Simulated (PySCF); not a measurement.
**Structure elucidation problem**

An unknown has the formula C8H10O. Its calculated NMR data are:

¹H NMR (300 MHz, computed): δ 9.89 (s, 1H), 6.17 (m, 1H), 5.58 (s, 2H), 5.44 (m, 1H), 5.24 (m, 1H), 3.48 (m, 1H), 1.12 (d, 3H).

¹³C{¹H} NMR (computed): δ 237.3, 194.8, 150.9, 120.4, 120.4, 85.0, 37.3, 25.6.

- structure optimised with GFN2-xTB
- NMR shieldings at PBE0/pcSseg-1/GIAO
- run in PySCF 2.14.0 with density-fitted response routines
- one conformer, relativity neglected, fast rotation and ring inversion assumed for equivalent nuclei, gas phase

Referencing at the same level of theory: ¹H (σ = 31.72 ppm) and ¹³C (σ = 186.93 ppm) against TMS.

Which of these isomers gave the spectra?
A. C[C@@H](O)c1ccccc1
B. CO[C@@]12C=C[C@H]3[C@@H]1[C@]32C
C. C=CCC1=CC(=O)CC1
D. C=C=C(C=O)[C@@H](C)C=C

## Answers

D. 

The formula gives 4 degrees of unsaturation (no ring in the answer). 8 carbon signals for 8 carbons: no two carbons are equivalent. Carbon types of the structure: 2 × C, 3 × CH, 2 × CH2, 1 × CH3, which accounts for all hydrogens. δC 237.3: central carbon of an allene; the central sp carbon of an allene is among the most deshielded carbons of hydrocarbons. δC 194.8: aldehyde carbonyl carbon; the double bond to the heteroatom, with no lone-pair donor beside it, deshields it most. δC 150.9: alkene CH; the olefinic region. δC 120.4: terminal =CH2 carbon; as expected for a trigonal carbon in a double bond. δH 9.89: hydrogen on an aldehyde carbonyl carbon; the C=O anisotropy and electron withdrawal place aldehyde protons far downfield.

The others: CO[C@@]12C=C[C@H]3[C@@H]1[C@]32C would give 6 signals for carbon-bound and other non-exchanging H, not 7; C[C@@H](O)c1ccccc1 would give 6 carbon signals, not 8; C=CCC1=CC(=O)CC1 has carbons computed at 210.7, 186.8, 145.2, 138.1, 125.1, 45.0, 37.9, 33.1, with a different DEPT pattern.

Shifts are as computed. Against solution values, carbons near 30 ppm lie about +3 ppm off and those near 130 ppm about +5 ppm. Of 1211 compounds with measured shifts, 218 miss one by over three times the rms of a fit or turn the order of signals round; such compounds aren't used in these exercises. No couplings were computed; multiplicities are counted from neighbouring protons, with m where these are inequivalent, close in shift, in a saturated or five-membered ring or joined by F or P, and br s for small geminal =CH2 splittings.
